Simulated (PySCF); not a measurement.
SCF from a fresh guess for singlet H₂PN, at the PBE0 minimum. PySCF input:

```python
from pyscf import gto, scf, dft
mol = gto.M(atom='''
P     -0.411050    -0.000000     0.000000
N      1.093070     0.000000     0.000000
H     -1.277330     1.124510     0.000000
H     -1.277330    -1.124510     0.000000''',
    basis={'P': 'def2-TZVP', 'N': 'def2-TZVP', 'H': 'def2-TZVP'},
    charge=0, spin=0)
mf = dft.RKS(mol, xc='PBE0')
mf.grids.atom_grid = (50, 194)
aux = {'P': 'def2-universal-JKFIT', 'N': 'def2-universal-JKFIT', 'H': 'def2-universal-JKFIT'}
mf = mf.density_fit(auxbasis=aux)
mf.conv_tol = 1e-08
mf.diis_space = 10
mf.max_cycle = 60
mf.init_guess = 'minao'
mf.verbose = 4
mf.kernel()
```

Excerpt of the output (cycles and frontier levels):

```
init E= -397.140802847195
  HOMO = -0.292752210233097  LUMO = -0.137497085896708  gap/eV = 4.22471
cycle= 1 E= -396.915298828644  delta_E= 0.226  |g|= 0.656  |ddm|= 1.66
  HOMO = -0.137257359443737  LUMO = -0.0432259855813847  gap/eV = 2.55872
cycle= 2 E= -395.99368942985  delta_E= 0.922  |g|= 1.87  |ddm|= 2.73
  HOMO = -0.261411405005852  LUMO = -0.0954516559113436  gap/eV = 4.51599
cycle= 3 E= -397.036575867639  delta_E= -1.04  |g|= 0.0472  |ddm|= 2.33
  HOMO = -0.263056580128367  LUMO = -0.0894566949753575  gap/eV = 4.72389
cycle= 4 E= -397.036763094786  delta_E= -0.000187  |g|= 0.0358  |ddm|= 0.0514
  HOMO = -0.267034404964665  LUMO = -0.0911151663910665  gap/eV = 4.78701
cycle= 5 E= -397.037087612934  delta_E= -0.000325  |g|= 0.0118  |ddm|= 0.0272
  HOMO = -0.267293718219971  LUMO = -0.0905677727422258  gap/eV = 4.80896
cycle= 6 E= -397.037123598669  delta_E= -3.6e-05  |g|= 0.00216  |ddm|= 0.011
  HOMO = -0.267708562805325  LUMO = -0.090844899556636  gap/eV = 4.81271
cycle= 7 E= -397.037124809947  delta_E= -1.21e-06  |g|= 0.000258  |ddm|= 0.00219
  HOMO = -0.267702603211941  LUMO = -0.0908158016093026  gap/eV = 4.81334
cycle= 8 E= -397.037124828393  delta_E= -1.84e-08  |g|= 1.59e-05  |ddm|= 0.000262
  HOMO = -0.267704153898933  LUMO = -0.090818441051006  gap/eV = 4.81331
cycle= 9 E= -397.037124828444  delta_E= -5.09e-11  |g|= 6.32e-06  |ddm|= 1.8e-05
  HOMO = -0.267702487177612  LUMO = -0.0908173538311843  gap/eV = 4.81329
Extra cycle  E= -397.037124828394  delta_E= 5.04e-11  |g|= 1.55e-05  |ddm|= 1.52e-05
converged SCF energy = -397.037124828394
```

No lower solution of this spin was found by a stability analysis within the restricted form, which does not test spin polarisation.

The search for the lowest solution, with the stability check, took 2.6 s on 2 threads of a shared Arm Neoverse N1 host, with 80 basis functions; the process peaked at 0.32 GiB. Launch command: `OMP_NUM_THREADS=2 python axn.py task.json out`.
